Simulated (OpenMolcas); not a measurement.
**How methods differ on BH3S (SMILES BS)**

BH3S has 5 atoms, charge 0, and is taken as a singlet. SMILES: `BS`. The shape is that of a PBE0-D4/def2-TZVP optimisation.

```tsv
atom	x (Å)	y (Å)	z (Å)
B	-0.3921	-0.4210	0.0881
S	0.1617	1.2369	-0.1543
H	-1.5629	-0.5564	0.2642
H	0.3671	-1.3376	0.0742
H	1.4761	1.0044	-0.3136
```

Quantity: the energy change with the B1–S2 bond stretched from 1.765 to 2.206 Å, in eV. The values are calculated.

```csv
level,kind,program,value (eV),less FCI/STO-3G,CPU time (all runs)
HF/STO-3G (restricted),Hartree–Fock,OpenMolcas,2.10,+0.19,2.7 s
SVWN5/STO-3G (restricted),LDA,OpenMolcas,2.06,+0.15,6.2 s
PBE/STO-3G (restricted),GGA,OpenMolcas,1.89,-0.02,7.2 s
r2SCAN/STO-3G (restricted),meta-GGA,OpenMolcas,1.98,+0.07,8.6 s
PBE0/STO-3G (restricted),global hybrid,OpenMolcas,2.06,+0.15,6.8 s
B2PLYP/STO-3G (restricted),double hybrid,OpenMolcas,1.98,+0.07,6.4 s
MP2/STO-3G (restricted),perturbation theory,OpenMolcas,2.06,+0.15,2.9 s
ACPF/STO-3G (restricted),coupled cluster or CI,OpenMolcas,1.88,-0.03,3.1 s
FCI/STO-3G,exact in the basis,OpenMolcas,1.91,0.00,23 s
```

FCI/STO-3G is exact within its basis and frozen core, so for wave-function methods in that basis the difference is their error; functionals converge differently with the basis, so for them it is only a difference. The first shape isn't each level's own minimum. The values span 1.88 to 2.10 eV. All rows use very small basis sets, so even the best lies far from the true value. Times are those of the runs behind each value, whatever else they computed, on shared processors of several kinds: orders of magnitude only.
